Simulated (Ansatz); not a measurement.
Basis sets over 5 cases of the energy of full hydrogenation at PBE0 with Ansatz (elements up to F), each against its own reference: (a) the value in aug-pcseg-3; (b) the value in def2-QZVPPD; (c) the value in pcseg-4. By their distance from other large sets or by the extrapolation step the references are unsure by up to roughly 0.08 kcal/mol. B3LYP-D3(BJ)/def2-TZVP geometries; electronic energies; no added dispersion term; no relativity. Cartesian d functions in some cases of 6-31G**, 6-31+G*. 

Cases are drawn at random; left out are references unsure by over 0.67 kcal/mol, doubtful singlets, and cases whose largest runs show a restricted determinant unstable towards unrestricted orbitals, <S^2> over 0.1 too high or, where CCSD(T) ran, T1 over 0.025 (0.045 for open shells). Sets are drawn from those converged to one state in every case.

Cases (SMILES) and reference values:
- N#N (N2) + 3 [H][H] (H2) → 2 N (NH3): -51.47 kcal/mol (c)
- C1CC=1 + 4 [H][H] (H2) → 3 C (CH4): -146.67 kcal/mol (b)
- N#C (CH-N) + 3 [H][H] (H2) → C (CH4) + N (NH3): -88.42 kcal/mol (a)
- C=C (C2H4) + 2 [H][H] (H2) → 2 C (CH4): -62.74 kcal/mol (a)
- OC (CH3-OH) + [H][H] (H2) → C (CH4) + O (H2O): -30.48 kcal/mol (a)

```
basis              functions over def2-SVP (largest species, mean of cases)  mean signed deviation (kcal/mol)  mean absolute  largest  within 2 kcal/mol
-----------------  --------------------------------------------------------  --------------------------------  -------------  -------  -----------------
pcseg-0                                                                 0.6                             -1.44           8.22    20.85             0 of 5
6-31G                                                                   0.6                             -3.10           4.28    14.29             2 of 5
def2-SV(P)                                                              0.8                              8.60           8.60    20.32             1 of 5
pcseg-1                                                                 1.0                              1.15           2.86     5.58             1 of 5
cc-pVDZ                                                                 1.0                              1.96           3.47     7.38             1 of 5
6-31G**                                                                 1.0                              0.53           3.25     5.39             1 of 5
6-31+G*                                                                 1.1                              0.06           3.55     5.58             1 of 5
6-311G**                                                                1.2                              1.41           2.51     5.04             3 of 5
6-311+G**                                                               1.5                             -0.39           0.49     1.28             5 of 5
def2-SVPD                                                               1.5                             -4.68           4.68     9.21             1 of 5
aug-cc-pVDZ                                                             1.7                             -2.92           2.92     5.12             2 of 5
aug-pcseg-1                                                             1.7                             -0.95           1.37     2.21             4 of 5
def2-TZVP                                                               1.9                              1.82           1.82     4.26             3 of 5
def2-TZVPP                                                              2.5                              0.39           0.60     1.45             5 of 5
jun-cc-pV(T+d)Z                                                         2.8                             -0.23           0.23     0.43             5 of 5
def2-TZVPPD                                                             3.0                             -0.15           0.15     0.23             5 of 5
6-311++G(3df,3pd)                                                       3.2                             -0.04           0.22     0.60             5 of 5
aug-pcseg-2                                                             3.9                             -0.36           0.36     0.73             5 of 5
aug-cc-pVTZ                                                             3.9                             -0.20           0.22     0.40             5 of 5
cc-pVQZ                                                                 4.9                              0.47           0.56     1.23             5 of 5
```

Among the sets for which every case ran a larger relative (same family, alike in diffuse functions, listed or not), the smallest listed that holds all cases within 2 kcal/mol together with them is def2-TZVPP, at 2.5 times the functions of def2-SVP. Inside by cancellation, since a larger relative falls out: 6-311+G**. Inside, though some case ran no larger relative to test it: 6-311++G(3df,3pd), aug-pcseg-2, aug-cc-pVTZ, cc-pVQZ. Largest deviations of relatives not listed, over the cases that ran them: 6-311++G(2d,2p) 2.35, def2-QZVP 0.28, def2-QZVPP 0.28, def2-QZVPPD 0.09, aug-cc-pVQZ 0.10, aug-pcseg-3 0.02, cc-pV5Z 0.17 kcal/mol. A case lies within its reference's uncertainty of the window's edge in 6-311G**. These figures hold for the cases listed.

Ansatz is a program for electronic structure.
